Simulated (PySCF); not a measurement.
# Electronic absorption of C4H7ClO

Species: C4H7ClO.
Z-matrix (Å and degrees, PBE0-D3(BJ)/def2-SVP geometry), rows numbered from 1:
```
C 
C   1  1.5304
C   2  1.5212  1  112.57
C   2  1.5111  1  110.42  3  -123.42
O   4  1.1819  2  127.44  1   113.46
Cl  4  1.8008  2  112.40  1   -66.54
H   1  1.0996  2  109.61  3   -59.70
H   1  1.0984  2  111.45  3  -179.71
H   1  1.1009  2  110.77  3    59.36
H   2  1.1037  1  107.93  3   121.84
H   3  1.0991  2  111.56  1   179.75
H   3  1.0996  2  110.03  1    59.40
H   3  1.1000  2  110.78  1   -60.35
```

Computed, not measured: PySCF 2.14.0, density-fitted response routines, TDDFT CAM-B3LYP/def2-SVPD, vertical, gas phase, core orbitals frozen in the response.

Predict the UV-vis stick spectrum at this level.

```json
{"state": "S1", "E (eV)": "5.17", "λ (nm)": "240.0", "f": "0.0002", "main configurations (H = HOMO, L = LUMO)": "H→L (94%)"}
{"state": "S2", "E (eV)": "6.70", "λ (nm)": "185.0", "f": "0.0001", "main configurations (H = HOMO, L = LUMO)": "H-1→L (95%)"}
{"state": "S3", "E (eV)": "7.02", "λ (nm)": "176.7", "f": "0.0048", "main configurations (H = HOMO, L = LUMO)": "H-2→L (76%), H→L+2 (15%)"}
{"state": "S4", "E (eV)": "7.87", "λ (nm)": "157.6", "f": "0.035", "main configurations (H = HOMO, L = LUMO)": "H-1→L+2 (46%), H→L+2 (15%)"}
{"state": "S5", "E (eV)": "7.98", "λ (nm)": "155.4", "f": "0.0024", "main configurations (H = HOMO, L = LUMO)": "H-2→L+2 (67%), H-2→L+1 (10%)"}
{"state": "S6", "E (eV)": "8.15", "λ (nm)": "152.2", "f": "0.083", "main configurations (H = HOMO, L = LUMO)": "H-3→L (44%), H-4→L (20%), H-1→L+2 (15%)"}
```

The lowest singlet comes at 240 nm (498 kJ/mol) in the ultraviolet; it is dark (f under 0.0005); its leading configuration is HOMO→LUMO (94%). The most intense listed level is S6 at 8.15 eV (152 nm, f = 0.083), 2.98 eV above S1. It is the last of those listed, so stronger ones may follow. S1 has the pattern of n→π* at C=O. Orbital energies (eV): HOMO-3 -11.65, HOMO-2 -10.70, HOMO-1 -10.61, HOMO -9.93, LUMO 0.05, LUMO+1 1.18, LUMO+2 1.42. Of the 6 states listed, 2 reach f = 0.01 and 2 stay under 0.0005. The oscillator strengths of these states sum to 0.125; summed over the whole spectrum of an exact calculation they would give the number of electrons, 56 (Thomas–Reiche–Kuhn). Only the lowest 6 singlets were computed, as vertical energies without vibronic structure.

The run took 32 s (grids of density and orbitals included) on Arm Neoverse V1, one thread, on a shared host, and the process peaked at 1.0 GiB of memory.

One conformer stands for the species.
